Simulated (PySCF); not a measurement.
Two structures of SiNH8F, singlet, reached by relaxing down either side of one saddle point (PBE0-D4/def2-TZVP). Energies are electronic, without zero-point energy. Program: PySCF 2.14 with density fitting (its default auxiliary sets; JK sets also for MP2 and CCSD(T)). Basis: def2-TZVPP and def2-QZVPP. Cores are frozen in the correlated methods. Extrapolation: Hartree–Fock as exp(−7.88 √X), correlation as X^−2.97. First:

| atom | x (Å) | y (Å) | z (Å) |
| --- | --- | --- | --- |
| Si1 | -0.6248 | 0.9932 | -1.6757 |
| H2 | 0.3777 | -0.0874 | -1.4804 |
| H3 | -1.1467 | 0.8627 | -3.0655 |
| H4 | 0.0004 | 2.3257 | -1.5228 |
| H5 | -1.7587 | 0.8065 | -0.7388 |
| H6 | 0.4791 | 0.2749 | 1.3075 |
| F7 | 0.4177 | 1.2261 | 1.1371 |
| H8 | 0.4876 | -1.7536 | 0.5735 |
| N9 | 0.5538 | -1.3292 | 1.4912 |
| H10 | 1.4226 | -1.6351 | 1.9124 |
| H11 | -0.2079 | -1.6872 | 2.0543 |

Second:

Si1  (-0.218, 1.404, -0.818)
H2  (-1.014, -2.473, -1.281)
H3  (0.701, 0.473, -1.507)
H4  (-0.579, 2.500, -1.758)
H5  (-1.461, 0.753, -0.352)
H6  (1.031, 0.087, 1.731)
F7  (0.528, 2.141, 0.400)
H8  (-0.720, -1.914, -0.881)
N9  (0.591, -0.644, 1.186)
H10  (1.297, -1.341, 0.981)
H11  (-0.107, -1.084, 1.772)
(Å)

(1) Which bonds change from the first to the second?

(2) Give the saddle point's structure and its height above each. (To be estimated.)

T1 diagnostic: at most 0.012.

## Answers

(1) SiH₄ + NH₃ + HF → SiH₃F ([F][SiH3]) + NH₃ + H₂; bonds formed: Si1–F7, H2–H8, H6–N9; bonds broken: Si1–H2, H6–F7, H8–N9.

(2) The calculation gives: 120.6 kJ/mol above the first and 182.0 kJ/mol above the second (CCSD(T) at an estimated basis limit (MP2 extrapolated from triple and quadruple zeta, plus CCSD(T) − MP2 in triple zeta)).
```
11
angstrom
Si -0.4766 0.9214 -1.1553
H 0.1064 -0.6043 -0.8702
H -0.6738 0.3250 -2.5402
H -0.1012 2.2957 -1.6290
H -1.8588 0.8419 -0.5987
H 0.5998 -0.0450 1.5375
F 0.3785 1.2815 0.3196
H 0.2927 -0.9530 0.1939
N 0.5365 -1.0532 1.3463
H 1.4148 -1.5251 1.5286
H -0.2183 -1.4848 1.8674
```

Labels in which every atom is bracketed show which atoms are joined, not bond orders.

For scale, one of the runs: CCSD(T)/def2-TZVPP, 216 basis functions, launched by `OMP_NUM_THREADS=4 python run.py`. Time: 13 min of wall clock on 4 CPU threads of an Intel Xeon; the host was shared. Peak host memory: 3.2 GiB.
